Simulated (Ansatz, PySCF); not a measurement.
This PySCF input computes a CCSD(T)/cc-pVDZ energy:

```python
from pyscf import gto, scf, mp, cc as ccmod

mol = gto.M(
    atom='''
    C    -0.00000000    0.00000000   -0.00000000
    H     0.62054657    0.62688914    0.63896175
    H    -0.64285838   -0.62489528    0.61852983
    H     0.63693263   -0.63278043   -0.61664082
    H    -0.61462083    0.63078657   -0.64085076
    ''',
    basis='cc-pvdz',
    charge=0,
    spin=0,
    verbose=4,
)

mf = scf.RHF(mol)
mf.conv_tol = 1e-10
mf.max_cycle = 100
mf.kernel()
mp2 = mp.MP2(mf, frozen=1).run()
cc = ccmod.CCSD(mf, frozen=1)
cc.max_cycle = 100
cc.kernel()
et = cc.ccsd_t()
print(f'E(CCSD(T)) = {cc.e_tot + et:.9f}')
```

Question: Write an input for the same energy in Ansatz (a first-principles code) and say what it gives.

Answer: 
Ansatz 0.2 input:
```yaml
crystal:
  periodic: [false, false, false]
  atoms:
    - {symbol: C, position_ang: [-0.00000000, 0.00000000, -0.00000000]}
    - {symbol: H, position_ang: [0.62054657, 0.62688914, 0.63896175]}
    - {symbol: H, position_ang: [-0.64285838, -0.62489528, 0.61852983]}
    - {symbol: H, position_ang: [0.63693263, -0.63278043, -0.61664082]}
    - {symbol: H, position_ang: [-0.61462083, 0.63078657, -0.64085076]}
basis:
  gaussian:
    orbitals: cc-pVDZ
magnetization: {spin_polarized: false}
correlation: {method: ccsd_t, electrons: outside_noble_gas}
```
It gives -40.38708 Eh, and PySCF -40.38708 Eh, a difference of 0.00 mEh.
